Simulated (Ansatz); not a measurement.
Changing the shape of SiH4, singlet

Calculated in Ansatz's Gaussian-basis code. Basis cc-pV(T+d)Z on Si, cc-pVTZ on H, nonrelativistic, 5 orbitals frozen in the corrections; active space CAS(2,2). Restricted Hartree–Fock, then the lowest state-specific CASSCF solution met for each case. On stretched bonds single-reference methods can fail or change state. Solutions in different active orbitals can move differences by tenths of an eV and at times more than 1 eV.

Case A:

| atom | x (Å) | y (Å) | z (Å) |
| --- | --- | --- | --- |
| Si | 0.0000 | 0.0000 | 0.0000 |
| H | 0.8561 | 0.8561 | 0.8561 |
| H | -0.8561 | -0.8561 | 0.8561 |
| H | -0.8561 | 0.8561 | -0.8561 |
| H | 0.8561 | -0.8561 | -0.8561 |

Case B. A bond is stretched, to 2.40 times the sum of the covalent radii.

```csv
atom,x (Å),y (Å),z (Å)
Si,0.0000,0.0000,0.0000
H,1.9691,1.9691,1.9691
H,-0.8561,-0.8561,0.8561
H,-0.8561,0.8561,-0.8561
H,0.8561,-0.8561,-0.8561
```

Energy less that of case A, in eV:

| case | RHF/ROHF | CASSCF |
| --- | --- | --- |
| B | +5.642 | +3.524 |

(1) What does SC-NEVPT2 give for these differences?

## Answers

(1) B: +3.792 eV (87.4 kcal/mol).
